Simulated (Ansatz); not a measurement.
Two shapes of singlet C₆H₄.

Shape 1:

```xyz
10

C    -0.0483    0.6151   -1.2219
C     0.0067   -0.6392   -1.1825
C    -0.0221    1.4597   -0.0852
C     0.0179   -1.4137   -0.1240
C     0.0271    0.6788    1.0137
C     0.0156   -0.7219    1.0922
H     0.0344    2.5305   -0.1409
H    -0.0056   -2.5335   -0.1249
H     0.0326    1.2267    1.9694
H     0.0149   -1.1793    2.0286
```

Shape 2:

```xyz
10

C     0.0333    0.5896   -1.2277
C     0.0380   -0.6005   -1.2147
C     0.0022    1.5017   -0.1030
C     0.0137   -1.4273   -0.1666
C    -0.0255    0.7116    1.0126
C     0.0487   -0.6997    1.0437
H     0.0099    2.6001   -0.1481
H     0.0429   -2.5574   -0.1558
H    -0.0295    1.2354    2.0535
H     0.0173   -1.1829    2.0172
```

Basis set: 6-31G* (spherical functions). Correlated methods keep 6 orbitals frozen. Charge 0, multiplicity 1.

Computed with Ansatz (development build ahead of 0.2.0); each method stands on the lowest determinant of its kind that the runs found.

Question: Which shape is lower in energy, and by how much in each method?

Answer:

```
 method  E(2) − E(1) (eV)
    RHF             0.042
RHF-MP2             0.189
```

Shape 1 is lower. Caution: in another basis set an unrestricted determinant lies well below.
